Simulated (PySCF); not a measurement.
## CS: calculation against experiment

**Experimental background.**

NIST CCCBDB Release 22 (SRD 101), experimental dipoles lists, for the gas: dipole moment (microwave Stark effect, vibrational ground state) 1.958 ± 0.005 D.

Liu, Meijer, Perez-Rios, Phys. Chem. Chem. Phys. 22 (2020) 24191 lists, for the gas: dipole moment 1.958 D.

How close the calculation comes is told at the end.

Species: CS.
Numbering: `[C-:1]#[S+:2]`

Geometry (B3LYP/6-31+G*, Å), atoms numbered from 1 in this order:
```
atom  x, y, z in Å
C1     0.7640    0.0003   -0.0015
S2    -0.7794    0.0085   -0.0113
```

Runs made with PySCF (gas phase, on this B3LYP/6-31+G* geometry; no spin–orbit coupling):

| level | job | basis functions | wall time |
| --- | --- | --- | --- |
| B3LYP/6-31+G*, grid level 1 | geometry optimisation from a GFN2-xTB start | 40 | 1.1 s |

Hardware: Arm Neoverse V1, one thread, shared host.

All basis functions are spherical.

## Comparison

**Dipole moment.** Measured: 1.958 D (NIST CCCBDB Release 22 (SRD 101), experimental dipoles) and 1.958 D (Liu, Meijer, Perez-Rios, Phys. Chem. Chem. Phys. 22 (2020) 24191). Differences are taken against the first.

```csv
level,computed (D),computed − measured (D),% (from the printed values)
B3LYP/6-31+G*,1.750,-0.208,-11
```

The computed dipoles belong to one fixed geometry; measured ones are averaged over vibrations unless marked μe. Magnitudes are compared, not signs.

The geometry is computed, not the measured one. Where a level misses, the cause wasn't examined.
